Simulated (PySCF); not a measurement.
B3LYP has the VWN-RPA correlation part, as in Gaussian. 

## H$_{2}$N, SMILES `[NH2]` (charge 0, multiplicity 2)

Level of theory: PySCF with B3LYP-D3(BJ)/def2-TZVP // PBE-D3(BJ)/def2-SVP.

```json
{
  "highest_occupied_spin_orbital": "-8.57 eV",
  "dipole_moment": "0.408 e·Å",
  "total_energy": "-55.9046 Ha",
  "cost": "around 12 core-seconds (rough)"
}
```

Bonded distances (Å): N1–H2 1.047, N1–H3 1.047. Angles (°): H2–N1–H3 100.1.
Charge 0, spin multiplicity 2.
